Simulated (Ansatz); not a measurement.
System: diamond. Method: LDA in Ansatz (PAW).

Settings: plane-wave cutoff 520 eV, 16×16×16 k mesh, Fermi–Dirac smearing 0.01 eV, scalar-relativistic PAW data made under PBE.

Cell (relaxed at this level):

C is modelled in the cubic space group Fd-3m, origin choice 1 (No. 227), the diamond structure, Pearson symbol cF8. Conventional cell: a = b = c = 3.532 Å, α = β = γ = 90.00°. C on 8b sees 4 C at 1.529 Å (tetrahedral). (Neighbours: up to the widest gap in distance over summed covalent radii, below 1.35, at either atom.)
(The calculation used a cell of 2 atoms; values per cell refer to that cell.)

### Question
Estimate the band gap, pressure derivative B′ of the bulk modulus, bulk modulus, width of the whole s-p valence band and smallest direct gap on the k points sampled that the calculation returns.

### Answer

- band gap: 4.18 eV (indirect)
- pressure derivative B′ of the bulk modulus: 3.6
- bulk modulus: 468 GPa
- width of the whole s-p valence band: 21.72 eV
- smallest direct gap on the k points sampled: 5.63 eV

Measured, for comparison: bulk modulus 455 GPa (0 K value with the zero-point phonon effect removed; as tabulated in Mejia-Rodriguez and Trickey (2018), arXiv:1807.09216). Computed (rounded) less measured: bulk modulus +3 %.

Static lattice: no zero-point or thermal effects.

It cost very roughly 11 core-seconds of CPU time.

Ansatz is a quantum-chemistry and plane-wave program.
